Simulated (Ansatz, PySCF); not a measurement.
Molecule: methylsulfanylmethane, C₂H₆S, net charge 0, singlet state. 
Structure (B3LYP-D3(BJ)/def2-TZVP (Ansatz, an electronic-structure program) minimum search):
SMILES: CSC
```xyz
9

C      0.0016     1.3789    -0.5167
S      0.0002     0.0021     0.6601
C     -0.0019    -1.3822    -0.5079
H      0.0029     2.2993     0.0655
H      0.8930     1.3571    -1.1446
H     -0.8903     1.3593    -1.1440
H     -0.0029    -2.2988     0.0802
H     -0.8938    -1.3644    -1.1353
H      0.8895    -1.3666    -1.1359
```

Dipole moments at this geometry, in debye (magnitudes).

```csv
level,program,dipole (D)
HF/def2-TZVPD,PySCF,1.75
SVWN5/def2-TZVPD,Ansatz,…
PBE/def2-TZVPD,PySCF,1.58
r2SCAN/def2-TZVPD,Ansatz,1.65
B97M-V/def2-TZVPD,Ansatz,1.58
PBE0/def2-TZVPD,Ansatz,1.64
BHLYP/def2-TZVPD,Ansatz,1.64
r2SCAN0/def2-TZVPD,Ansatz,1.67
CAM-B3LYP/def2-TZVPD,Ansatz,1.63
LC-wPBE/def2-TZVPD,Ansatz,1.69
wB97M-V/def2-TZVPD,Ansatz,1.59
wB97X-V/def2-TZVPD,Ansatz,1.67
CCSD(T)/aug-cc-pV(D+d)Z,Ansatz,…
```

**Question.** Complete the blanks.

**Answer.** 
- SVWN5/def2-TZVPD, dipole (D): 1.61
- CCSD(T)/aug-cc-pV(D+d)Z, dipole (D): 1.60

Measured: 1.50 D (NIST CCCBDB, as tabulated in the package chemicals), a vibrational average. This is an older compilation, not checked against later work.
